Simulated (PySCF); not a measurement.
## Relaxation of doublet SH₃

Method: UPBE0/[S def2-TZVP, H def2-TZVP], no relativity, density fitting, PySCF. A (50,194) grid was used.

A hand-made trigonal planar start, of D3h symmetry, held to at least that symmetry:

Coordinates in bohr (charge 0 multiplicity 2):
```
S     0.0000    0.0000    0.0000
H     2.5511    0.0000    0.0000
H    -1.2756    2.2093    0.0000
H    -1.2755   -2.2093    0.0000
```

At each step, columns x, y, z (Å) and Fx, Fy, Fz (eV/Å):

```
step 0  E − E(last) = 47.15 kJ/mol
S    0.000   0.000   0.000   0.001   0.000   0.000
H    1.350   0.000   0.000   2.690   0.000   0.000
H   -0.675   1.169   0.000  -1.346   2.329   0.000
H   -0.675  -1.169   0.000  -1.346  -2.329   0.000
step 1  E − E(last) = 5.65 kJ/mol
S    0.000   0.000   0.000   0.001   0.000   0.000
H    1.435   0.000   0.000   0.816   0.000   0.000
H   -0.717   1.242   0.000  -0.409   0.707   0.000
H   -0.717  -1.242   0.000  -0.409  -0.707   0.000
step 2  E − E(last) = 0.39 kJ/mol
S    0.000   0.000   0.000   0.001   0.000   0.000
H    1.471   0.000   0.000   0.202   0.000   0.000
H   -0.735   1.274   0.000  -0.102   0.175   0.000
H   -0.735  -1.274   0.000  -0.102  -0.175   0.000
step 3  E − E(last) = 0.00 kJ/mol
S    0.000   0.000   0.000   0.001   0.000   0.000
H    1.483   0.000   0.000   0.021   0.000   0.000
H   -0.741   1.284   0.000  -0.011   0.018   0.000
H   -0.741  -1.284   0.000  -0.011  -0.018   0.000
step 4  E − E(last) = 0.00 kJ/mol
S    0.000   0.000   0.000   0.001   0.000   0.000
H    1.484   0.000   0.000   0.001   0.000   0.000
H   -0.742   1.285   0.000  -0.001   0.000   0.000
H   -0.742  -1.285   0.000  -0.001   0.000   0.000
```

It ends at D3h with S–H 1.484 Å (×3); H–S–H 120.0° (×3). A frequency run shows 3 imaginary modes, down to 1691i cm⁻¹, so it is a higher-order saddle point. Other isomers or separated fragments may lie lower.
